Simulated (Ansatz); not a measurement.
Start from `C=C(C)C(N)=O` and change one atom or group to get `C=C(C)C=O`.

Ansatz, PBE0-D4/def2-TZVP geometries, multiplicity 1. Each molecule was computed in one conformer, which needn't be the lowest.

| property | `C=C(C)C(N)=O` |
| --- | --- |
| size of the dipole moment (PBE/def2-TZVPP) / D | 3.26 |
| size of the dipole moment (ωB97M-V/def2-TZVPP) / D | 3.44 |
| HOMO energy (PBE/def2-TZVPP) / eV | -5.76 |
| zero-point energy (PBE0-D4/def2-TZVP) / kJ/mol | 282.4 |
| LUMO energy (ωB97M-V/def2-TZVPP) / eV | 1.27 |
| HOMO–LUMO gap (B3LYP/def2-TZVPP) / eV | 6.07 |

Q: What does the change do to each property? (Estimate.)

A: Ansatz gave: 
```
                                          property  `C=C(C)C=O`  shift
    size of the dipole moment (PBE/def2-TZVPP) / D         2.78  -0.48
size of the dipole moment (ωB97M-V/def2-TZVPP) / D         2.88  -0.56
                 HOMO energy (PBE/def2-TZVPP) / eV        -5.88  -0.12
    zero-point energy (PBE0-D4/def2-TZVP) / kJ/mol        235.5  -46.9
             LUMO energy (ωB97M-V/def2-TZVPP) / eV         0.50  -0.77
             HOMO–LUMO gap (B3LYP/def2-TZVPP) / eV         5.35  -0.72
```

With PBE0 the HOMO falls by 0.12 eV and the LUMO falls by 0.85 eV, so the gap narrows by about 0.73 eV. PBE moves the HOMO by -0.12 eV and ωB97M-V by -0.12 eV. The zero-point energy changes by -46.9 kJ/mol with -6 modes. Dipoles are sizes alone; their direction can turn.

B3LYP here is the variant with VWN-RPA as its local correlation; programs differ in this.
